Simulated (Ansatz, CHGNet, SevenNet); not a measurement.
Lattice parameter a (Å) of solids drawn from the class of tetrahedrally bonded semiconductors and semimetals, from the machine-learned potential CHGNet 0.3.0 (trained on PBE and PBE+U data); the machine-learned potential CHGNet-r²SCAN (trained on r²SCAN data); the machine-learned potential SevenNet-0 (trained on PBE and PBE+U data); the machine-learned potential SevenNet-l3i5 (trained on PBE and PBE+U data); PBE (Ansatz, an electronic-structure program, plane waves, PAW); r²SCAN (PAW; Ansatz).

```json
[
 {"solid": "zinc-blende CdTe", "CHGNet 0.3.0": "6.635", "CHGNet-r²SCAN": "6.560", "SevenNet-0": "6.630", "SevenNet-l3i5": "6.626", "PBE": "6.618", "r²SCAN": "6.558"},
 {"solid": "zinc-blende GaN (metastable phase)", "CHGNet 0.3.0": "4.536", "CHGNet-r²SCAN": "4.503", "SevenNet-0": "4.546", "SevenNet-l3i5": "4.548", "PBE": "4.548", "r²SCAN": "…"},
 {"solid": "zinc-blende CuI", "CHGNet 0.3.0": "6.055", "CHGNet-r²SCAN": "6.015", "SevenNet-0": "6.054", "SevenNet-l3i5": "6.055", "PBE": "6.079", "r²SCAN": "…"},
 {"solid": "zinc-blende BP", "CHGNet 0.3.0": "4.541", "CHGNet-r²SCAN": "4.532", "SevenNet-0": "4.532", "SevenNet-l3i5": "4.545", "PBE": "4.548", "r²SCAN": "4.537"},
 {"solid": "zinc-blende GaP", "CHGNet 0.3.0": "5.502", "CHGNet-r²SCAN": "5.458", "SevenNet-0": "5.508", "SevenNet-l3i5": "5.505", "PBE": "5.506", "r²SCAN": "5.451"},
 {"solid": "zinc-blende ZnSe", "CHGNet 0.3.0": "5.743", "CHGNet-r²SCAN": "5.657", "SevenNet-0": "5.741", "SevenNet-l3i5": "5.740", "PBE": "5.733", "r²SCAN": "5.665"},
 {"solid": "zinc-blende ZnS", "CHGNet 0.3.0": "5.448", "CHGNet-r²SCAN": "5.388", "SevenNet-0": "5.451", "SevenNet-l3i5": "5.450", "PBE": "5.443", "r²SCAN": "5.389"}
]
```

Q: What belongs in the gaps?

A: 
- zinc-blende GaN (metastable phase), r²SCAN: 4.498
- zinc-blende CuI, r²SCAN: 6.023

The levels part most in proportion for zinc-blende ZnSe (5.657 to 5.743 Å) and least for zinc-blende BP (4.532 to 4.548 Å).

Ansatz's runs of these crystals have no spin polarisation.

Ansatz's density-functional and Hartree–Fock values are scalar-relativistic unless marked +SOC, with PAW data made under PBE.

Machine-learned potentials (CHGNet 0.3.0, CHGNet-r²SCAN, SevenNet-0, SevenNet-l3i5) are trained on DFT data: a solid inside that data is no test of them.
